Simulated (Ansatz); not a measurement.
Input for Ansatz (development build ahead of 0.2.0):

```yaml
crystal:
  periodic: [false, false, false]
  atoms:
    - { symbol: C, position_ang: [0.0, 0.0, 0.0] }
    - { symbol: H, position_ang: [-0.37459, 0.86005, -0.61307] }
    - { symbol: H, position_ang: [0.37459, -0.61307, -0.86005] }
    - { symbol: H, position_ang: [-0.37459, -0.86005, 0.61307] }
    - { symbol: H, position_ang: [0.37459, 0.61307, 0.86005] }
basis:
  gaussian: { orbitals: cc-pVTZ }
total_charge: 1
magnetization:
  spin_polarized: true
  initial_magnetization: 1
hamiltonian:
  xc: hf
correlation:
  method: ccsd_t
  frozen_orbitals: { C: 1, H: 0 }
```

The input is written out in the form of the current development build from the run's settings.

The run gave:

* Converged: yes
* Reference energy: -39.77406 hartree
* CCSD correlation energy: -0.18626 hartree
* Triples correction: -0.00533 hartree
* Total energy: -39.96566 hartree
* Spin squared of the determinant: 0.758
